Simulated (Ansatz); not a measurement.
# BH− (doublet): wave-function methods side by side at distance B1–H2 = 1.263 Å, aug-cc-pVDZ

How much of the correlation energy of BH− (doublet) does each wave-function method recover here?

Method: aug-cc-pVDZ, core rule «outside noble gas», up to 1 orbitals frozen; program: Ansatz 0.2.0, Gaussian basis.

To be run: UHF; CCSD(T) on ROHF; CCSD(T) on UHF; BCCD(T) on ROHF; CISD; CCSDT(Q) on ROHF; CCSDT(Q) on UHF; CASSCF and MRCISD+Q, 3 electrons in 3 orbitals; CASSCF and NEVPT2, 3 electrons in 3 orbitals; CASSCF and MRCISD+Q, 5 electrons in 5 orbitals; CASSCF and NEVPT2, 5 electrons in 5 orbitals; Full CI.

17 further runs of the same task are left out: 14 that didn't finish, 3 set aside as unsound or not needed.

## Step 1: The system

The geometry derives from a PBE0/def2-TZVPD stationary point (not a proven minimum). One bond is set to the value named and the two fragments are kept rigid.

2 atoms, charge -1, spin multiplicity 2.

Atoms are counted from 1 here; the program's logs count them from 0.

Bond lengths: B1–H2 1.263 Å.

## Step 2: UHF

in.yaml

```yaml
crystal:
  periodic: [false, false, false]
  atoms:
    - {symbol: B, position_ang: [0.000000, 0.000000, 0.000000]}
    - {symbol: H, position_ang: [0.000000, 0.000000, 1.262771]}
basis:
  gaussian: {orbitals: aug-cc-pVDZ}
total_charge: -1
magnetization: {spin_polarized: true, initial_magnetization: 1}
hamiltonian: {xc: hf}
output: {orbitals: {seedname: orbitals}}
```

Run with:

```console
$ ansatz run in.yaml --threads 1 --pin off --events-out ev --progress --plain --max-ram 2393MiB
```

Further steps of the session: CCSD(T) on ROHF; CCSD(T) on UHF; BCCD(T) on ROHF; CISD; CCSDT(Q) on ROHF; CCSDT(Q) on UHF; CASSCF and MRCISD+Q, 3 electrons in 3 orbitals; CASSCF and NEVPT2, 3 electrons in 3 orbitals; CASSCF and MRCISD+Q, 5 electrons in 5 orbitals; CASSCF and NEVPT2, 5 electrons in 5 orbitals; Full CI.

**Question.** What will the summary of the whole plan be? Wanted: FCI below the RHF energy; RMP2 from FCI; UMP2 from FCI; RCCSD from FCI; RCCSD(T) from FCI; UCCSD(T) from FCI; RCCSDT(Q) from FCI; UCCSDT(Q) from FCI; NEVPT2 pair from FCI.

As calculated:

| quantity | value |
| --- | --- |
| FCI below the RHF energy | -2.9762 eV |
| RMP2 from FCI | +793.7 meV |
| UMP2 from FCI | +923.0 meV |
| RCCSD from FCI | +123.4 meV |
| RCCSD(T) from FCI | +32.0 meV |
| UCCSD(T) from FCI | +40.6 meV |
| RCCSDT(Q) from FCI | +0.8 meV |
| UCCSDT(Q) from FCI | +0.7 meV |
| NEVPT2 pair from FCI | +729.9 meV |
| MRCISD+Q pair from FCI | +2.7 meV |
| NEVPT2 valence from FCI | +733.8 meV |
| levels within 1 kcal/mol (43 meV) | RCCSD(T), UCCSD(T), BCCD(T), RCCSDT, UCCSDT, RCCSDT(Q), UCCSDT(Q), MRCISD+Q pair, MRCISD+Q valence |
| T1 diagnostic | 0.023 |
| effectively unpaired electrons | 1.10 |

In words: RCCSD(T) lands +32.0 meV from the yardstick (1.1 % of the correlation energy). One determinant dominates. Of the multireference levels listed MRCISD+Q valence comes nearest in total energy (+2.5 meV), which doesn't show that its space is the better one. These misses are within one basis, not against nature; the frozen cores of restricted and unrestricted runs differ, which can shift their rows.
